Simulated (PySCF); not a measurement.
**Electric properties by functional and basis**

Compound: 1,3,5-triazine, C₃H₃N₃.
InChI=1S/C3H3N3/c1-4-2-6-3-5-1/h1-3H

PySCF, dipoles from the SCF density, polarisabilities from static response with core orbitals frozen. Geometry: PBE0-D3(BJ)/def2-SVP; no solvent, vibrations or thermal averaging.

The anisotropy is √(½[(α1 − α2)² + (α2 − α3)² + (α3 − α1)²]).

| level | α (au) | anisotropy (au) |
| --- | --- | --- |
| LDA/def2-SVPD | 51.77 | 28.44 |
| PBE/def2-SVPD | 51.41 | 28.63 |
| B3LYP/def2-SVPD | 50.51 | 27.88 |
| PBE0/def2-SVPD | 50.00 | 27.40 |
| BHandHLYP/def2-SVPD | 49.13 | 26.72 |
| CAM-B3LYP/def2-SVPD | 50.01 | 27.33 |
| wB97X-D/def2-SVPD | 50.22 | 27.04 |
| LC-wPBE/def2-SVPD | 49.16 | 26.56 |
| HF/def2-SVPD | 47.76 | 25.21 |
| PBE0/6-31G* | 41.38 | 32.01 |
| PBE0/def2-SVP | 42.27 | 28.44 |
| PBE0/def2-TZVP | 48.80 | 28.49 |

No reference polarisability is at hand; against PBE0 in the largest diffuse basis at hand (def2-SVPD) the other PBE0 rows deviate by 6-31G* -17%, def2-SVP -15%, def2-TZVP -2%. The dipole stays under 0.05 D at every level. In one basis (def2-SVPD) the functionals order the polarisability from HF (lowest) to LDA (highest), a spread of 8%. With PBE0 the polarisability is 44.15 au without diffuse functions (mean of 6-31G*, def2-SVP and def2-TZVP) and 50.00 au with them (def2-SVPD).
